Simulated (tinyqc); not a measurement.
Inside a calculation. Method: UKS/PBE in the sto-6g basis, for LiH+, spin multiplicity 2. One step of it, computed by the program tinyqc.

Problem. Iteration 2: building the Kohn-Sham matrix. J_ij = sum D_kl (ij|kl) with D = D(alpha) + D(beta); F = H + J + V_xc; E = tr D H + tr D J / 2 + E_xc + E_nn.

D(alpha) after iteration 1, lower triangle:
```
            1Li 1s    1Li 2s   1Li 2px   1Li 2py   1Li 2pz     2H 1s
1Li 1s    1.013448
1Li 2s   -0.014546  0.033258
1Li 2px   0.000000  0.000000  0.000000
1Li 2py   0.000000  0.000000  0.000000  0.000000
1Li 2pz  -0.027020  0.037525  0.000000  0.000000  0.042450
2H 1s    -0.107549  0.144728  0.000000  0.000000  0.163760  0.631742
```

D(beta) after iteration 1, lower triangle:
```
           1Li 1s    1Li 2s   1Li 2px   1Li 2py   1Li 2pz     2H 1s
1Li 1s   0.994103
1Li 2s   0.011462  0.000132
1Li 2px  0.000000  0.000000  0.000000
1Li 2py  0.000000  0.000000  0.000000  0.000000
1Li 2pz  0.002404  0.000028  0.000000  0.000000  0.000006
2H 1s    0.001524  0.000018  0.000000  0.000000  0.000004  0.000002
```

core Hamiltonian H = T + V (hartree), lower triangle:
```
            1Li 1s     1Li 2s    1Li 2px    1Li 2py    1Li 2pz      2H 1s
1Li 1s   -4.834139
1Li 2s   -1.029366  -1.409073
1Li 2px   0.000000   0.000000  -1.159918
1Li 2py   0.000000   0.000000   0.000000  -1.159918
1Li 2pz  -0.022596  -0.133050   0.000000   0.000000  -1.266777
2H 1s    -0.494396  -0.838590   0.000000   0.000000  -0.943514  -1.614652
```

Two-electron integrals (ij|kl) in chemists' order, unique and non-zero (hartree):
```
(11|11) 1.681247   (21|11) 0.242603   (21|21) 0.044507   (22|11) 0.397190
(22|21) 0.090279   (22|22) 0.290625   (31|31) 0.009437   (32|31) 0.014261
(32|32) 0.064236   (33|11) 0.397190   (33|21) 0.090279   (33|22) 0.290625
(33|33) 0.313125   (41|41) 0.009437   (42|41) 0.014261   (42|42) 0.064236
(43|43) 0.016875   (44|11) 0.397190   (44|21) 0.090279   (44|22) 0.290625
(44|33) 0.279374   (44|44) 0.313125   (51|51) 0.009437   (52|51) 0.014261
(52|52) 0.064236   (53|53) 0.016875   (54|54) 0.016875   (55|11) 0.397190
(55|21) 0.090279   (55|22) 0.290625   (55|33) 0.279374   (55|44) 0.279374
(55|55) 0.313125   (61|11) 0.116390   (61|21) 0.020714   (61|22) 0.041665
(61|33) 0.041134   (61|44) 0.041134   (61|51) 0.002706   (61|52) 0.005145
(61|55) 0.042726   (61|61) 0.010609   (62|11) 0.188257   (62|21) 0.042884
(62|22) 0.137597   (62|33) 0.131650   (62|44) 0.131650   (62|51) 0.007485
(62|52) 0.037344   (62|55) 0.149490   (62|61) 0.023223   (62|62) 0.096813
(63|31) 0.004407   (63|32) 0.017869   (63|53) 0.006362   (63|63) 0.008647
(64|41) 0.004407   (64|42) 0.017869   (64|54) 0.006362   (64|64) 0.008647
(65|11) 0.211930   (65|21) 0.048945   (65|22) 0.162895   (65|33) 0.152553
(65|44) 0.152553   (65|51) 0.011790   (65|52) 0.057526   (65|55) 0.183577
(65|61) 0.028114   (65|62) 0.127871   (65|65) 0.173317   (66|11) 0.380174
(66|21) 0.088399   (66|22) 0.301766   (66|33) 0.277221   (66|44) 0.277221
(66|51) 0.020059   (66|52) 0.111032   (66|55) 0.350856   (66|61) 0.051378
(66|62) 0.256565   (66|65) 0.355452   (66|66) 0.774999
```

nuclear repulsion = 1.15121946 hartree

V_xc(alpha) (hartree), lower triangle:
```
            1Li 1s     1Li 2s    1Li 2px    1Li 2py    1Li 2pz      2H 1s
1Li 1s   -1.086664
1Li 2s   -0.121769  -0.147474
1Li 2px   0.000000   0.000000  -0.130247
1Li 2py   0.000000   0.000000   0.000000  -0.130247
1Li 2pz  -0.003703  -0.065293   0.000000   0.000000  -0.181943
2H 1s    -0.065076  -0.143285   0.000000   0.000000  -0.196475  -0.467061
```

V_xc(beta) (hartree), lower triangle:
```
            1Li 1s     1Li 2s    1Li 2px    1Li 2py    1Li 2pz     2H 1s
1Li 1s   -1.082567
1Li 2s   -0.119173  -0.082380
1Li 2px   0.000000   0.000000  -0.084082
1Li 2py   0.000000   0.000000   0.000000  -0.084082
1Li 2pz  -0.001215  -0.001058   0.000000   0.000000  -0.078973
2H 1s    -0.060331  -0.029618   0.000000   0.000000  -0.021109  0.005941
```

E_xc = sum of w rho eps_xc = -2.01703531 hartree

Give: Coulomb J; F(alpha); F(beta); total energy of this density.

Solution.

Coulomb J (hartree), lower triangle:
```
         1Li 1s  1Li 2s  1Li 2px  1Li 2py  1Li 2pz  2H 1s
1Li 1s    3.743
1Li 2s    0.574   1.094
1Li 2px   0.000   0.000    1.073
1Li 2py   0.000   0.000    0.000    1.073
1Li 2pz   0.019   0.103    0.000    0.000    1.136
2H 1s     0.283   0.618    0.000    0.000    0.755  1.464
```

F(alpha) (hartree), lower triangle:
```
         1Li 1s  1Li 2s  1Li 2px  1Li 2py  1Li 2pz   2H 1s
1Li 1s   -2.178
1Li 2s   -0.578  -0.463
1Li 2px   0.000   0.000   -0.217
1Li 2py   0.000   0.000    0.000   -0.217
1Li 2pz  -0.008  -0.096    0.000    0.000   -0.313
2H 1s    -0.276  -0.364    0.000    0.000   -0.385  -0.617
```

F(beta) (hartree), lower triangle:
```
         1Li 1s  1Li 2s  1Li 2px  1Li 2py  1Li 2pz   2H 1s
1Li 1s   -2.173
1Li 2s   -0.575  -0.398
1Li 2px   0.000   0.000   -0.171
1Li 2py   0.000   0.000    0.000   -0.171
1Li 2pz  -0.005  -0.031    0.000    0.000   -0.210
2H 1s    -0.272  -0.250    0.000    0.000   -0.210  -0.144
```

total energy of this density = -7.69403 hartree
